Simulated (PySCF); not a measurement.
C2H5O, SMILES O[CH]C, doublet at its PBE0/def2-SVP optimised geometry (Å):

```
8

C     -1.1950     0.1944    -0.0577
C      0.2752     0.0414     0.0000
O      0.7189    -1.2455     0.0000
H     -1.4820     1.2455     0.0904
H     -1.6220    -0.1371    -1.0269
H     -1.6809    -0.4111     0.7255
H      0.9324     0.7956    -0.4537
H      1.6809    -1.2455     0.0000
```

Level of theory: PySCF with unrestricted PBE0/def2-TZVP.

Map of the deformation density (molecule minus spherical neutral atoms) (e/bohr³) on the plane z = 0.6 Å:

```
|11111111111111111111111111111|
|11111111111111111111111111111|
|11111111111111111111111111111|
|11111111111111111111111111111|
|11111111111111111111111111111|
|11111111111111111111111111111|
|11111111111111111111111111111|
|11111110000011111111111111111|
|11111100000000011111111111111|
|11111100000000001111111111111|
|11111000111000001111111111111|
|11111001121000011111111111111|
|11111000110001111111111111111|
|11111001220012222110011111111|
|11110012663111121100001111111|
|11110003994110001000000111111|
|11111001552000001100000111111|
|11111000111000012110000011111|
|11111100000000013211000011111|
|11111110000000123311000011111|
|11111111111111122110000011111|
|11111111111111111100000111111|
|11111111111111111110001111111|
|11111111111111111111111111111|
|11111111111111111111111111111|
|11111111111111111111111111111|
|11111111111111111111111111111|
|11111111111111111111111111111|
|11111111111111111111111111111|
```
Scale: ten equal steps from -0.013 (start of '0') to 0.094 (end of '9'), in the order '0123456789'; x runs from -4.00 to 4.00, y from -4.00 (bottom) to 4.00 (top).
